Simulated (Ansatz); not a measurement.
# SiH₃S radical: single points off equilibrium

An exercise on one series of results from a longer session: the logs are not shown, and one member is left open.

Method: single points in def2-TZVPP; program: Ansatz 0.2.0, Gaussian basis.

Cores are frozen in the correlated methods. Orbitals are unrestricted.

## The starting structure

SMILES `[SiH2]S`, 5 atoms, charge 0, spin multiplicity 2.

Atoms are counted from 1 here; the program's logs count them from 0.

Bond lengths: Si1–S2 2.129 Å, Si1–H3 1.388 Å, Si1–H4 1.455 Å, S2–H5 1.261 Å. Angles: S2–Si1–H3 111.5°, S2–Si1–H4 105.1°, H3–Si1–H4 114.4°, Si1–S2–H5 95.0°.

As a file:

```tsv
atom	x (Å)	y (Å)	z (Å)
Si1	-0.21460	-0.74830	-0.28090
S2	0.25360	1.32690	-0.35810
H3	-0.17770	-1.22980	1.02060
H4	-1.51040	-0.86900	-0.93090
H5	1.30080	1.22820	0.33830
```

Set-up of the first run:

Input file run/in.yaml:

```yaml
crystal:
  periodic: [false, false, false]
  atoms:
    - {symbol: Si, position_ang: [-0.214600, -0.748300, -0.280900]}
    - {symbol: S, position_ang: [0.253600, 1.326900, -0.358100]}
    - {symbol: H, position_ang: [-0.177700, -1.229800, 1.020600]}
    - {symbol: H, position_ang: [-1.510400, -0.869000, -0.930900]}
    - {symbol: H, position_ang: [1.300800, 1.228200, 0.338300]}
basis:
  gaussian: {orbitals: def2-TZVPP}
magnetization: {spin_polarized: true, initial_magnetization: 1}
correlation: {method: ccsd_t}
scf: {omitted_lower_state_checks: [cluster_reference]}
output: {forces: true}
```

The command line of these runs was not kept.

Steps of the session up to this table: CCSD(T)/def2-TZVPP; PBE0-D4/def2-TZVPP; wB97M-V/def2-TZVPP; r2SCAN-D4/def2-TZVPP; PBE-D4/def2-TZVPP; B97M-V/def2-TZVPP; BHLYP-D4/def2-TZVPP.

One table of the session follows, with a row left open; its other results are not shown here.

| method | RMS force component (eV/Å) | angle to CCSD(T) forces (°) | dipole (D) |
| --- | --- | --- | --- |
| CCSD(T) | 1.202 | reference | 0.95 |
| PBE0-D4 | 1.266 | 2.8 | 0.97 |
| wB97M-V | 1.196 | 2.1 | 1.00 |
| r2SCAN-D4 | ? | ? | ? |
| PBE-D4 | 1.361 | 3.3 | 0.88 |
| B97M-V | 1.206 | 3.2 | 0.94 |
| BHLYP-D4 | 1.121 | 3.7 | 1.04 |

Estimate the missing values for r2SCAN-D4.

The run gave: RMS force component (eV/Å): 1.254; angle to CCSD(T) forces (°): 1.8; dipole (D): 0.96. In the column «RMS force component (eV/Å)» it lies between B97M-V (1.206) and PBE0-D4 (1.266).
